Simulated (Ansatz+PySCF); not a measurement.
# singlet H₂O: levels of theory in one basis

```xyz
3

O     0.0000    0.0000   -0.1197
H     0.0000    1.5084    1.0770
H     0.0000   -0.7542    0.4787
```

Basis set: cc-pVDZ (spherical functions). Left uncorrelated: 1 orbital. Charge 0, multiplicity 1.

Computed with Ansatz (development build ahead of 0.2.0); each method stands on the lowest determinant of its kind that the runs found. NEVPT2 correlates all electrons. Active spaces start from the frontier orbitals, and the lowest solution found is given.

| method | E − E(RHF) (eV) | <S²> of the determinant |
| --- | --- | --- |
| RHF | 0.00 | 0.00 |
| UHF | -2.36 | 0.89 |
| RHF-MP2 | -6.57 | – |
| RHF-CCSD | -7.26 | – |
| RHF-CCSD(T) | -7.57 | – |
| RHF-CCSDT(Q) | -7.60 | – |
| UHF-CCSDT(Q) | -7.60 | 0.89 |
| CASSCF(8,6) | -3.55 | – |
| CASSCF(2,2) | -2.80 | – |
| SC-NEVPT2(2,2) | -7.22 | – |
| SC-NEVPT2(8,6) | -7.04 | – |

(1) What does UHF-CCSD(T) give on the same scale?

(2) Is a single determinant a sound starting point here?

Results:

(1) -7.43 eV.

(2) It is doubtful. Unrestricted orbitals lower Hartree–Fock by 2.36 eV and <S²> is 0.89 where a pure state has 0.00, a sign of strong static correlation. The CASSCF(8,6) natural occupations are 2.00, 2.00, 1.98, 1.63, 0.38, 0.02. The CASSCF(2,2) natural occupations are 1.60, 0.40.

Caution for RHF, RHF-MP2, RHF-CCSD, RHF-CCSD(T), RHF-CCSDT(Q): an unrestricted determinant lies well below. Caution for UHF, UHF-CCSD(T), UHF-CCSDT(Q): the unrestricted determinant is a mixture of spin states. Caution for RHF-MP2, RHF-CCSD, RHF-CCSD(T), UHF-CCSD(T), RHF-CCSDT(Q), UHF-CCSDT(Q): large amplitudes, a single reference is doubtful. Caution for RHF-CCSD(T), RHF-CCSDT(Q), UHF-CCSDT(Q): the amplitudes may be one of several solutions. Caution for UHF-CCSD(T), UHF-CCSDT(Q): a plain start can end on a higher determinant. Caution for UHF-CCSD(T): another reference gives a lower total.
